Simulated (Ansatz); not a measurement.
Start from Nb in the bcc (W type) structure (space group Im-3m, No. 229; a = 3.271 Å).

Calculations: PBEsol (Ansatz, a quantum-chemistry and plane-wave program), without spin-orbit coupling.

```json
[
 {"level": "PBEsol", "lattice parameter a": "3.271 Å"}
]
```

From these computed values, estimate the measured ones, and say how each level misses.

Measured: lattice parameter a 3.294 Å (static lattice; corrected from measurement; as listed in Daniel Mejia-Rodriguez, S. B. Trickey, Phys. Rev. B (2018)). Computed minus measured — lattice parameter a: PBEsol -0.7 %.

Whether these cells are dynamically stable was not tested. The final runs are not spin-polarised.
